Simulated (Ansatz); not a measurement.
Two isomers of C3H6FN: A = `C/C=C(\N)F`, B = `NC/C=C\F`.

Program: Ansatz. Geometries: PBE0-D4/def2-TZVP. ΔE: electronic, gas phase. CBS: MP2 limit from def2 TZ/QZ plus the TZ coupled-cluster correction, frozen cores. Double bonds are as drawn, so ΔE can hold a change between cis and trans. DFT in def2-TZVPP. B3LYP here is the variant with VWN-RPA as its local correlation; programs differ in this. One conformer a species, not always the lowest.

(1) Which isomer does CCSD(T)/CBS put lower? Give the gap. (An estimate is asked.)

(2) Give E(B) − E(A) in kJ/mol with CCSD(T)/def2-TZVPP, r2SCAN-D4, B3LYP-D4, B2PLYP, PBE0-D4, B3LYP, CCSD/def2-TZVPP. (Estimate.)

Largest T1 diagnostic: 0.011.

## Answers

(1) Computed: A, by 38.9 kJ/mol.

(2) Ansatz gave: CCSD(T)/def2-TZVPP 39.2, r2SCAN-D4 52.3, B3LYP-D4 45.7, B2PLYP 43.7, PBE0-D4 49.4, B3LYP 44.9, CCSD/def2-TZVPP 38.4. None reverses the order clearly.
